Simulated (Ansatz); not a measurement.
carbonyl sulfide anion (COS), SMILES C(=O)=S (connectivity only; charge and spin as stated), charge -1, multiplicity 2.

Coordinates come from a PBE0-D3(BJ)/def2-TZVPD optimisation. The multiplicity is an assumed one; other spin states were not compared.

Two levels are set side by side: PBE/def2-TZVPD (Ansatz, an electronic-structure program) and CAM-B3LYP/def2-TZVPD (Ansatz). Energy differences of separate SCF runs at the same geometry; the states with an electron removed or added have multiplicity 1. Differences are taken from unrounded values.

```csv
quantity,CAM-B3LYP
vertical ionisation energy (eV),1.60
```

Task: What does PBE give, and how far is it from CAM-B3LYP? (Estimate from the structure and the level; the computed values follow.)

Result: 
| quantity | PBE | PBE minus CAM-B3LYP |
|---|---|---|
| vertical ionisation energy (eV) | 1.26 | -0.34 |
